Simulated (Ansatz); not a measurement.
C₅H₆S (`Cc1cccs1`). The species carries charge 0 and has multiplicity 1.

Cartesian coordinates in Å:
```
C -0.383 -0.717 1.829
C 0.023 -0.178 0.502
C -0.768 0.098 -0.576
C -0.049 0.604 -1.688
C 1.286 0.707 -1.442
S 1.662 0.188 0.142
H -1.461 -0.881 1.845
H -0.136 -0.028 2.641
H 0.105 -1.670 2.048
H -1.839 -0.060 -0.569
H -0.504 0.879 -2.631
H 2.065 1.058 -2.100
```

Problem. List the harmonic frequencies (cm⁻¹, unscaled) at PBE0-D4/def2-TZVP in Ansatz. (An estimate is asked.)

Solution. Ansatz gave: 85, 235, 303, 487, 559, 584, 691, 707, 767, 834, 875, 911, 994, 1056, 1072, 1100, 1200, 1264, 1394, 1409, 1471, 1486, 1506, 1603, 3049, 3108, 3138, 3213, 3230, 3268.

Problem. Is this a minimum?

Solution. Yes, all 30 modes are real.

Problem. Give the ideal-gas thermochemistry at 298.15 K and 1 bar (rigid rotor, harmonic oscillator; point group Cs, symmetry number 1).

Solution. Zero-point energy 248.8 kJ/mol; H(298) − E = 266.5 kJ/mol; entropy 321.4 J/(mol·K), of which translation 166.1, rotation 111.5, vibration 43.8; G(298) − E = 170.7 kJ/mol. Modes under 100 cm⁻¹ are hindered rotations or soft bends, so the harmonic entropy is rough.

Problem. Rotational constants (cm⁻¹)?

Solution. 0.1787, 0.1048, 0.06686.
